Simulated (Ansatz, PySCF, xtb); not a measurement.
Ligands exchanged one at a time, Si F-OH. All species are isolated molecules in the gas phase. One relaxed conformer stands for each flexible species; it need not be the lowest. Strings in code marks are SMILES.

Quantity: redistribution energy (mixed species minus the weighted end members), in kcal/mol.

Level 1: B3LYP/6-31G* // B3LYP-D3(BJ)/def2-TZVP (PySCF)
Level 2: PBE/6-31G* // B3LYP-D3(BJ)/def2-TZVP (PySCF)
Level 3: HF/cc-pVTZ // B3LYP-D3(BJ)/def2-TZVP (Ansatz, an electronic-structure program)
Level 4: GFN2-xTB (xtb)

| species | level 1 | level 2 | level 3 | level 4 |
|---|---|---|---|---|
| 3 of 4 F replaced by OH: `O[Si](O)(O)F` | -0.46 | -0.26 | -1.32 | -4.19 |
| 2 of 4 F replaced by OH: `O[Si](O)(F)F` (H–O–Si–F torsion 43°, F–Si–O–H torsion 85°) | -1.34 | … | -2.00 | … |
| 1 of 4 F replaced by OH: `[Si](F)(F)(F)O` | -0.91 | -0.75 | -1.53 | … |

Task: Some entries are withheld; supply them.

Result: 
- 2 of 4 F replaced by OH: `O[Si](O)(F)F` (H–O–Si–F torsion 43°, F–Si–O–H torsion 85°), level 2: -1.13
- 2 of 4 F replaced by OH: `O[Si](O)(F)F` (H–O–Si–F torsion 43°, F–Si–O–H torsion 85°), level 4: -4.39
- 1 of 4 F replaced by OH: `[Si](F)(F)(F)O`, level 4: -3.12
